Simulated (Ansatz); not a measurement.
Basis-set series for `CC(C)CC(C)C`. Charge 0, multiplicity 1. The structure was optimised at the PBE0-D4/def2-TZVP level. It is one conformer, not always the lowest.

```xyz
23

C     1.2260   -1.2406    1.2091
C     1.2819   -0.2410    0.0629
C     2.5572    0.5866    0.1373
C     0.0643    0.6794    0.0387
C    -1.3035    0.0115   -0.0761
C    -1.4235   -0.8449   -1.3283
C    -2.4008    1.0659   -0.0427
H     2.1264   -1.8599    1.2317
H     1.1566   -0.7214    2.1709
H     0.3670   -1.9104    1.1306
H     1.3071   -0.8038   -0.8784
H     3.4464   -0.0486    0.1104
H     2.5897    1.1642    1.0669
H     2.6225    1.2930   -0.6944
H     0.0787    1.2921    0.9502
H     0.1744    1.3827   -0.7978
H    -1.4434   -0.6392    0.7959
H    -0.7054   -1.6678   -1.3354
H    -1.2484   -0.2426   -2.2261
H    -2.4233   -1.2788   -1.4107
H    -2.3417    1.6735    0.8642
H    -3.3933    0.6092   -0.0782
H    -2.3149    1.7407   -0.9006
```

```json
{"functional": "PBE0-D4", "basis": "def2-SVP", "functions": "178", "energy (Eh)": "-275.86637", "HOMO (eV)": "-8.55", "LUMO (eV)": "1.68"}
{"functional": "PBE0-D4", "basis": "def2-QZVPP", "functions": "879", "energy (Eh)": "-276.17772", "HOMO (eV)": "-8.56", "LUMO (eV)": "0.71"}
{"functional": "ωB97M-V", "basis": "def2-SVP", "functions": "178", "energy (Eh)": "-276.00680", "HOMO (eV)": "-10.83", "LUMO (eV)": "3.32"}
{"functional": "ωB97M-V", "basis": "def2-QZVPP", "functions": "879", "energy (Eh)": "-276.33918", "HOMO (eV)": "-10.84", "LUMO (eV)": "1.86"}
```

Q: Give the rows for def2-TZVPP. (An estimate is asked.)

A: Ansatz gave: 
```json
{"functional": "PBE0-D4", "basis": "def2-TZVPP", "functions": "441", "energy (Eh)": "-276.16187", "HOMO (eV)": "-8.55", "LUMO (eV)": "1.11"}
{"functional": "ωB97M-V", "basis": "def2-TZVPP", "functions": "441", "energy (Eh)": "-276.32348", "HOMO (eV)": "-10.83", "LUMO (eV)": "2.53"}
```

Positive LUMOs are unbound and depend on the basis.
